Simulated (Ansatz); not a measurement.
# Rhombohedral A7 Bi

All values below come from PBEsol-D3(BJ) (plane waves, PAW; Ansatz, a program for electronic structure).

Numerical settings: plane-wave cutoff 520 eV, 16×16×16 k mesh, Fermi–Dirac smearing 0.05 eV, scalar-relativistic PAW data made under PBE.

Cell (relaxed at this level):

```
Bi
1.0
    3.97624    -2.23615    -0.03935
    3.97624     2.23615    -0.03935
    2.75505     0.00000     3.63622
Bi
2
Direct
  0.23969   0.23969   0.23969
  0.76031   0.76031   0.76031
```

- bulk modulus B0 = 47.2 GPa
- band gap = zero (no gap)
- pressure derivative B′ of the bulk modulus = 6.0

Measured, for comparison: bulk modulus 32.1 GPa (copied from a table, unchecked, extrapolated to 0 K and zero-point effects removed; as tabulated in Lejaeghere et al. (2013), arXiv:1204.2733). Computed (rounded) less measured: bulk modulus not scored (unchecked).

Note: the bulk modulus comes from volumes at which shape and atoms were relaxed.

Spin–orbit coupling is not included; it can shift volumes and moduli of such heavy elements.
